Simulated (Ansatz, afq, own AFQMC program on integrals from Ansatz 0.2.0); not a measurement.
# MgHSe, doublet: AFQMC among the cluster methods

| atom | x (Å) | y (Å) | z (Å) |
| --- | --- | --- | --- |
| Se | 0.0000 | 0.0000 | 2.3369 |
| Mg | 0.0000 | 0.0000 | -0.3211 |
| H | 0.0000 | 0.0000 | -2.0157 |

Connectivity, by distances: Se–MgH.

Basis cc-pVDZ. Only valence electrons are correlated. Ansatz 0.2.0 and our own AFQMC program on the same integrals; the CISD trial comes from CCSD amplitudes, and released means the phaseless constraint is let go. Free AFQMC starts from the CCSD state and is never constrained. Its projection time is finite, and what remains of the start isn't in its error. Error bars are statistical, one sigma. No spin–orbit coupling.

Determinant: UHF, the one that the program's search chose, which needn't be the lowest solution. The geometry is a point of a scan.

No full CI on the walks' own integrals is used here; CCSDT(Q) serves as the reference and is uncertain by about the last step of the cluster series.

Cautions: no relativity below Rb; no spin-orbit coupling; inner d shell frozen.

* T1 diagnostic: 0.0137
* weight of the determinant in the CISD state: 0.909
* ⟨S²⟩ of the determinant: 0.758
* size of the correlated space: 9 electrons in 31 orbitals

Reference: CCSDT(Q), correlation energy -4.069 eV. The released energy is read at 2.40 1/Eh (meV from the phaseless value at times in 1/Eh: -9 ± 7 at 0.24, -19 ± 6 at 0.51, -8 ± 5 at 0.99, -3 ± 7 at 1.62, -6 ± 8 at 2.40).

```
         level  E − E(reference) (kJ/mol)  share of correlation (%)
            HF                      392.6                      0.00
           MP2                       72.9                     81.44
          CCSD                        9.5                     97.57
       CCSD(T)                        2.2                     99.44
         CCSDT                        0.6                     99.84
   ph-AFQMC/HF                  0.9 ± 3.7                     99.76
 ph-AFQMC/CISD                  1.1 ± 0.7                     99.72
released AFQMC                  0.5 ± 0.8                     99.86
    free AFQMC                 -0.2 ± 0.9                    100.05
```

Free projections are given only where their last times agree within the noise and don't stop above the reference; a slow remainder of the start can still hide under it. A walk keeps the symmetry of its determinant, which the program's search chose and which needn't be the lowest solution, so a lower state of the same spin and another symmetry isn't excluded. Released energies are given only where the last usable release times agree within the noise; a slower fall can still hide under it.
